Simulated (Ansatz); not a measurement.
The same path of CH7AlS (10 atoms, charge 0, multiplicity 1) was run 3 times with different band settings. Lost on the way: Al1–C2, S8–H10. Made: C2–H10.

All numbers below come from RKS PBE0/6-31G* (Ansatz 0.2.0).

Relaxed end points:

```xyz
10
Properties=species:S:1:pos:R:3
Al -0.070 -0.152 0.414
C 0.161 0.439 2.283
H -0.679 0.151 2.928
H 1.082 0.052 2.736
H 0.227 1.534 2.330
H 1.191 -0.183 -0.581
H -1.527 -0.073 -0.262
S -0.057 -2.706 0.776
H -0.430 -3.070 -0.465
H -1.291 -2.881 1.284
```

```xyz
10
Properties=species:S:1:pos:R:3
Al -0.010 -0.757 -0.388
C -0.026 0.002 2.682
H -0.960 0.098 3.241
H 0.829 0.196 3.333
H -0.023 0.744 1.874
H 1.386 -0.013 -0.483
H -1.435 -0.062 -0.471
S 0.065 -2.952 -0.327
H -1.272 -3.123 -0.314
H 0.054 -1.022 2.297
```

Common settings: spring 5.0 eV/Å²; optimiser quadratic models (default); force threshold 0.05 eV/Å; iteration limit 60; end points relaxed.

| run | movable images | climbing image | start path |
| --- | --- | --- | --- |
| 1 | 5 | yes | through a guess of the saddle point |
| 2 | 5 | yes | straight line |
| 3 | 4 | no | through a guess of the saddle point |

(1) What does each run give, and how far can it be trusted?

Results:

(1) Run 1: converged after 20 iterations, highest image 0.661 eV above the first end. Neighbouring images differ by up to 1.3 eV, so the band resolves the path poorly. A vibrational analysis at the climbing image gives one clearly imaginary mode, 1018i cm⁻¹: a first-order saddle point.
Run 2: converged after 14 iterations, highest image 0.662 eV above the first end. Neighbouring images differ by up to 1.3 eV, so the band resolves the path poorly. Another band between the same ends (5 images) ends at a top of the same energy, where a vibrational analysis finds 1 clearly imaginary mode.
Run 3: converged after 43 iterations, highest image 0.036 eV above the first end. A structure lower than the last end lies on the path between it and the top, so the climb from that side starts below the end, which may itself be a saddle point or a shallow side well. No image climbed, so the highest image needn't sit at the top of the path. A band with more images between the same ends climbed to 0.66 eV, so this one has probably stepped over the top.
The orbitals stay closed-shell, which can raise the energy where a bond breaks towards radicals; this wasn't checked here.
